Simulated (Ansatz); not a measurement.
**LiC+ (quintet): from Hartree-Fock to the top rungs, def2-TZVPP**

One table from this session's results is given with a row withheld; the runs are named, their logs left out.

Program: Ansatz 0.2.0, Gaussian basis. Level of theory: def2-TZVPP, core rule «outside noble gas», up to 2 orbitals frozen. These are calculated values, not measurements.

Plan: UHF; ROHF; CCSD(T) on UHF.

2 further runs of the same task are left out: 2 set aside as unsound or not needed.

### What is computed

The geometry is a PBE0/def2-TZVP stationary point (not a proven minimum) of the parent state, kept for this charge and spin.

2 atoms, charge 1, spin multiplicity 5.

Atoms are counted from 1 here; the program's logs count them from 0.

Bond lengths: C1–Li2 2.280 Å.

Set-up of the first run:

Input file in.yaml:

```yaml
crystal:
  periodic: [false, false, false]
  atoms:
    - {symbol: C, position_ang: [0.000000, 0.000000, 0.000000]}
    - {symbol: Li, position_ang: [0.000000, 0.000000, 2.280000]}
basis:
  gaussian: {orbitals: def2-TZVPP}
total_charge: 1
magnetization: {spin_polarized: true, initial_magnetization: 4}
hamiltonian: {xc: hf}
output: {orbitals: {seedname: orbitals}}
```

Started as:

```
ansatz run in.yaml --threads 1 --pin off --events-out ev --progress --plain --max-ram 2816MiB --backend cpu
```

Among the steps run: UHF; ROHF; CCSD(T) on UHF.

One of the session's tables, all rows but one given; the rest of the session is left out.

| method | from UCCSD(T) (meV) |
| --- | --- |
| ROHF | +914.9 |
| UHF | ? |
| UMP2 | +194.6 |
| UCCSD | +8.1 |
| UCCSD(T) | 0 |

Q: Estimate the row for UHF from the others.

**Answer.** from UCCSD(T) (meV): +913.8. In the column «from UCCSD(T) (meV)» it lies between UMP2 (+194.6) and ROHF (+914.9).
